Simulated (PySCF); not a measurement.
Dissociation curve of H3P, SMILES P. The P1–H4 bond (P1 also carries H, H; H4 carries nothing else) is varied alone, starting from the PBE0/def2-TZVP optimised geometry.

Levels of theory: UKS-CAM-B3LYP = unrestricted CAM-B3LYP/6-31G (PySCF 2.14.0); UCCSD(T) = CCSD(T) on UHF/6-31G, 5 core orbitals frozen run with PySCF; RMP2 = MP2 on RHF/6-31G, 5 core orbitals frozen (PySCF).

Energies are in kcal/mol, each relative to the lowest point of its own curve near equilibrium.

| R / Å | UKS-CAM-B3LYP | UCCSD(T) | RMP2 |
|---|---|---|---|
| 1.06 | 65.5 | 68.4 | 67.0 |
| 1.13 | 38.3 | 40.6 | 39.4 |
| 1.22 | 16.5 | 18.2 | 17.1 |
| 1.27 | 9.1 | 10.4 | 9.6 |
| 1.33 | 3.5 | 4.4 | 3.8 |
| 1.37 | 1.3 | 2.0 | 1.6 |
| 1.42 | 0.1 | 0.4 | 0.2 |
| 1.46 | 0.0 | 0.0 | 0.0 |
| 1.51 | 0.8 | 0.4 | 0.7 |
| 1.55 | 2.1 | 1.3 | 1.9 |
| 1.66 | 7.5 | 5.6 | 7.0 |
| 1.77 | 14.8 | 11.5 | 13.9 |
| 1.90 | 24.5 | 19.3 | 23.2 |
| 2.12 | 41.9 | 32.7 | 39.6 |
| 2.36 | 58.1 | 45.2 | 56.3 |
| 2.58 | 66.8 | 53.9 | 69.6 |
| 2.83 | 72.4 | 60.8 | 81.9 |
| 3.13 | 75.7 | 65.3 | 92.4 |
| 3.50 | 77.5 | 67.2 | 99.5 |
| 3.85 | 78.3 | 67.7 | 100.8 |
| 4.22 | 78.6 | 67.8 | 97.5 |
| 4.93 | 78.9 | 67.9 | 82.4 |

At the longest distance, 4.93 Å, RMP2 lies highest above its minimum (82.4 kcal/mol) and UCCSD(T) lowest (67.9 kcal/mol).

The RMP2 curve passes through a maximum at 3.85 Å and then falls by 18.5 kcal/mol up to the last usable point.

The unrestricted determinant behind UKS-CAM-B3LYP is spin-contaminated at 2.36 to 4.93 Å (<S²> up to 1.0, against 0.00 for a pure singlet). The unrestricted determinant behind UCCSD(T) is spin-contaminated at 2.12 to 4.93 Å (<S²> up to 1.0, against 0.00 for a pure singlet). The restricted form behind RMP2 keeps the bonding electrons paired and can't separate into open-shell fragments. The T1 diagnostic of CCSD on the restricted reference of RMP2 exceeds 0.045 at 3.13 to 4.93 Å.
